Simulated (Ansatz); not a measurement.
# SiH₄O (singlet): wave-function methods side by side at a displaced geometry (v1), cc-pVDZ

The task here is to estimate one member of a computed series from the others.

Program: Ansatz 0.2.0, Gaussian basis. Level of theory: cc-pVDZ, core rule «outside noble gas», up to 6 orbitals frozen. These are calculated values, not measurements.

Plan: UHF; CCSD(T) on RHF; BCCD(T) on RHF; CISD; CCSDT(Q) on RHF.

12 further runs of the same task are left out: 5 that didn't finish, 7 set aside as unsound or not needed.

### The geometry

The geometry is a PBE0/def2-TZVP stationary point (not a proven minimum) with its atoms shifted at random (size 0.040 Å).

6 atoms, charge 0, spin multiplicity 1.

Atoms are counted from 1 here; the program's logs count them from 0.

Bond lengths: Si1–O2 1.658 Å, Si1–H3 1.490 Å, Si1–H4 1.455 Å, Si1–H5 1.549 Å, O2–H6 0.973 Å. Angles: O2–Si1–H3 109.1°, O2–Si1–H4 105.9°, O2–Si1–H5 107.5°, H3–Si1–H4 111.2°, H3–Si1–H5 114.3°, H4–Si1–H5 108.5°, Si1–O2–H6 119.8°.

The first run:

in.yaml

```yaml
crystal:
  periodic: [false, false, false]
  atoms:
    - {symbol: Si, position_ang: [0.003228, -0.019523, 0.567726]}
    - {symbol: O, position_ang: [0.002395, 0.085767, -1.086870]}
    - {symbol: H, position_ang: [1.253923, -0.697794, 1.011716]}
    - {symbol: H, position_ang: [-0.052418, 1.350761, 1.053713]}
    - {symbol: H, position_ang: [-1.298367, -0.744429, 0.990029]}
    - {symbol: H, position_ang: [-0.031092, -0.725949, -1.622437]}
basis:
  gaussian: {orbitals: cc-pVDZ}
magnetization: {spin_polarized: true, initial_magnetization: 0}
hamiltonian: {xc: hf}
output: {orbitals: {seedname: orbitals}}
```

Command:

```bash
$ ansatz run in.yaml --threads 1 --pin off --events-out ev --progress --plain --max-ram 2176MiB
```

Among the steps run: UHF; CCSD(T) on RHF; BCCD(T) on RHF; CISD; CCSDT(Q) on RHF.

One of the session's tables, all rows but one given; the rest of the session is left out.

It belongs to the step «Misses and costs». 

```
   method  from RCCSDT(Q) (kJ/mol)
      RHF                   +872.5
     RMP2                    +93.7
     CISD                    +89.3
    RCCSD                    +19.4
 RCCSD(T)                     +3.3
  BCCD(T)                     +3.2
   RCCSDT                        ?
RCCSDT(Q)                        0
```

**Question.** Estimate the row for RCCSDT.

**Answer.** from RCCSDT(Q) (kJ/mol): +1.8. In the column «from RCCSDT(Q) (kJ/mol)» it lies between RCCSDT(Q) (0) and BCCD(T) (+3.2).
